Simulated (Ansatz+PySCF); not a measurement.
A calculation with PySCF 2.14.0.

```python
from pyscf import gto, scf, mp

# the (T+d) and (D+d) sets load through basis_set_exchange
mol = gto.M(atom="""
P 0.217430 0.000090 -0.111250
H 0.246610 1.034670 0.852160
H 0.262660 -1.025060 0.861620
H -1.266420 -0.010950 -0.150630
H -2.504290 0.000030 0.105580
""", basis={'H': 'cc-pvtz', 'P': 'cc-pv(t+d)z'}, charge=0, spin=1)
mf = scf.UHF(mol)
mf.kernel()
pt = mp.MP2(mf, frozen=5).run()
print(mf.e_tot, pt.e_corr, pt.e_tot)
```

The script is written out from the run's settings.

Results

```yaml
Converged: yes
Reference_energy: -342.97363 hartree
Correlation_energy: -0.17698 hartree
Total_energy: -343.15061 hartree
Spin_squared_of_the_determinant: 0.780
```
